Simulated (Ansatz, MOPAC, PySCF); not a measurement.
Molecule: molecular chlorine, Cl$_{2}$, net charge 0, singlet state. SMILES: ClCl
Geometry: optimised at B3LYP-D3(BJ)/def2-TZVP (Ansatz, a quantum-chemistry and plane-wave program).

Wanted: vertical ionisation energy to the doublet, in eV. Conventions: PM7 with its own dispersion and hydrogen-bond terms; UHF or UKS for open shells; frozen cores in correlated levels; no spin-orbit coupling; non-relativistic; 6-311+G** with 5d, 6d on Na to Ar in Ansatz; each state is the SCF solution reached for its charge and spin; six Cartesian d functions in 6-31G* and its kin unless marked 5d. First-principles rows: single points at B3LYP-D3(BJ) geometries (Ansatz). Semi-empirical rows: differences of heats of formation at the shared geometry for vertical values.

Measured values: CCCBDB table in ASE; they hold spin-orbit and core effects. 

Value to compare with, the measured value: 11.49 eV.

| level | program | vertical ionisation energy to the doublet (eV) | error |
|---|---|---|---|
| PM6 | MOPAC | 10.89 | -0.60 |
| PM7 | MOPAC | 11.37 | -0.12 |
| MNDO | MOPAC | 12.46 | 0.97 |
| HF/6-311+G** | Ansatz | 11.34 | -0.15 |
| PBE/6-311+G** | Ansatz | 11.34 | -0.15 |
| B3LYP/STO-3G | Ansatz | 11.06 | -0.43 |
| B3LYP/6-31G* | Ansatz | 11.57 | 0.08 |
| M06-2X/6-31G* (5d) | PySCF | 11.87 | 0.38 |
| MP2/6-311+G** | Ansatz | 11.64 | 0.15 |
| B3LYP/def2-TZVPD | Ansatz | 11.49 | 0.00 |
| PBE0/def2-TZVPD | Ansatz | 11.51 | 0.02 |
| M06-2X/def2-TZVPD | PySCF | 11.73 | 0.24 |

Among the 9 habitual levels, MNDO lies farthest from the measured value (0.97 eV); 4 of 9 lie above it, and their mean absolute error is 0.34 eV, the median 0.15. One case shows no general order.

The levels are drawn from those run, B3LYP/6-31G* more often than the rest, none by its result; runs whose electronic state is in doubt are left out.
